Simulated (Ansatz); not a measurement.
Worked example: Cl–BH–Cl, singlet against Cl–BH–Cl, triplet

Geometry (PBE0/def2-TZVP stationary point of a triplet), kept for both states (Cl–BH–Cl, triplet: B1; Cl–BH–Cl, singlet: A1):

```xyz
4

Cl    0.0000   -0.0888    1.6590
B     0.0000    0.4243    0.0000
Cl    0.0000   -0.0888   -1.6590
H     0.0000    1.6986    0.0000
```

Basis cc-pVDZ; Ansatz 0.2.0. Correlated methods freeze the noble-gas cores. Prefix R: restricted or restricted open-shell reference; prefix U: unrestricted.

Full CI isn't at hand for all of this; UCCSDT(Q) serves as the reference, and is uncertain by about the last step of the cluster series.

```csv
level,"E(Cl–BH–Cl, triplet) (hartree)","E(Cl–BH–Cl, singlet) (hartree)"
UHF,-944.146685,-944.329116
UMP2,-944.496448,-944.684521
UCCSD(T),-944.542004,-944.726286
PBE,-945.334909,-945.489697
wB97M-V,-945.672669,-945.852201
UCCSDT(Q),-944.544201,-944.727802
```

Task: Give the vertical gap, Cl–BH–Cl singlet less Cl–BH–Cl triplet, at each level in eV (1 hartree = 27.2114 eV), and each error against UCCSDT(Q).

Result: UCCSDT(Q): (-944.727802 − (-944.544201)) × 27.2114 = -4.996 eV (the reference)
wB97M-V: (-945.852201 − (-945.672669)) × 27.2114 = -4.885 eV, error 0.111 eV
PBE: (-945.489697 − (-945.334909)) × 27.2114 = -4.212 eV, error 0.784 eV
UCCSD(T): (-944.726286 − (-944.542004)) × 27.2114 = -5.015 eV, error -0.019 eV
UMP2: (-944.684521 − (-944.496448)) × 27.2114 = -5.118 eV, error -0.122 eV
UHF: (-944.329116 − (-944.146685)) × 27.2114 = -4.964 eV, error 0.032 eV

Total energies of functionals can't be set beside those of wave-function methods, since they hold the core's correlation and their own absolute errors; only the differences compare.

In so small a basis the reference is far from its limit while semilocal and hybrid functionals are nearer theirs, so the functionals' errors here hold much of the reference's basis and frozen-core error, which can add to them or hide them.

Each level lands on the state that its own search finds; the functionals scatter so widely here that some may stand on another one. T1 diagnostics of restricted CCSD: 0.037 and 0.013.
